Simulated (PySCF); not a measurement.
Fill in the blanks.

C₆H₆.
Cartesian coordinates in Å at the PBE0-D3(BJ)/def2-SVP level; atoms count from 1:
```
atom  x, y, z in Å
C1     2.6566    0.4465    0.1765
C2     1.5417    0.0301   -0.0514
C3     0.2029   -0.4711   -0.3158
C4    -0.6568   -0.8703    0.8734
C5    -1.6238    0.0125    0.5922
C6    -0.9210    0.5847   -0.6116
H7     3.6459    0.8148    0.3745
H8     0.2527   -1.2516   -1.0961
H9    -0.5053   -1.6237    1.6501
H10   -2.5862    0.2441    1.0560
H11   -1.4241    0.4557   -1.5843
H12   -0.5827    1.6282   -0.5195
```

```json
{"property": "rotational constants A, B, C", "level": "PBE0-D3(BJ)/def2-SVP", "value": "10.013, 2.564, 2.292 GHz"}
{"property": "dipole moment", "level": "CAM-B3LYP/def2-SVPD", "value": "0.78 D"}
{"property": "HOMO energy", "level": "CAM-B3LYP/def2-SVPD", "value": "?"}
{"property": "LUMO energy", "level": "CAM-B3LYP/def2-SVPD", "value": "?"}
{"property": "lowest singlet excitation", "level": "TDDFT CAM-B3LYP/def2-SVPD", "value": "6.36 eV (195 nm, f = 0.000)"}
{"property": "strongest line among the 10 lowest singlet transitions", "level": "TDDFT CAM-B3LYP/def2-SVPD", "value": "S7 at 7.42 eV (167 nm, f = 0.180)"}
{"property": "lowest triplet excitation (Tamm–Dancoff)", "level": "TDA CAM-B3LYP/def2-SVPD", "value": "4.27 eV"}
{"property": "static isotropic polarisability", "level": "CAM-B3LYP/def2-SVPD", "value": "66.5 au"}
{"property": "vertical ionisation energy", "level": "ΔSCF CAM-B3LYP/def2-SVPD", "value": "9.55 eV"}
{"property": "electronic spatial extent ⟨r²⟩ about the centre of nuclear charge", "level": "CAM-B3LYP/def2-SVPD", "value": "565 bohr²"}
{"property": "13C chemical shifts (computed TMS as zero) by class", "level": "GIAO PBE0/pcSseg-1", "value": "147.2 (C5), 147.0 (C4), 86.7 (C2), 77.2 (C1), 41.2 (C6), 34.4 (C3) ppm"}
{"property": "1H chemical shifts (computed TMS as zero) by class", "level": "GIAO PBE0/pcSseg-1", "value": "6.29 (H10), 6.22 (H9), 3.52 (H8), 2.90 (H11), 2.60 (H12), 2.13 (H7) ppm"}
{"property": "largest of the computed one-bond spin–spin couplings (means over like bonds)", "level": "B3LYP/pcJ-1, spin–dipole term left out", "value": "?"}
```

Electronic properties: PySCF, gas phase, density fitting.

Q: What is the LUMO energy?

A: 1.19 eV.

Q: The HOMO energy?

A: -8.71 eV.

Q: What are the largest of the computed one-bond spin–spin couplings (means over like bonds)?

A: 13C–1H +271.9 (C1–H7), 13C–13C +196.9 (C1–C2), 13C–1H +185.7 (C4–H9), 13C–1H +180.4 (C5–H10), 13C–1H +150.2 (C6–H12), 13C–1H +147.8 (C3–H8), 13C–1H +144.8 (C6–H11), 13C–13C +79.3 (C2–C3) Hz.

The ΔSCF ionisation energy exceeds −ε(HOMO) by 0.84 eV with CAM-B3LYP. The largest Löwdin shares of the HOMO are 0.24 on C4, 0.22 on C5, 0.15 on C1 and 0.14 on C2. The dipole matches unit charges of opposite sign 0.16 Å apart (1 e·Å = 4.8032 D).

For the spin–spin coupling job (B3LYP/pcJ-1), hardware: one thread, Arm Neoverse V1 (shared host). Cost: 21 s.
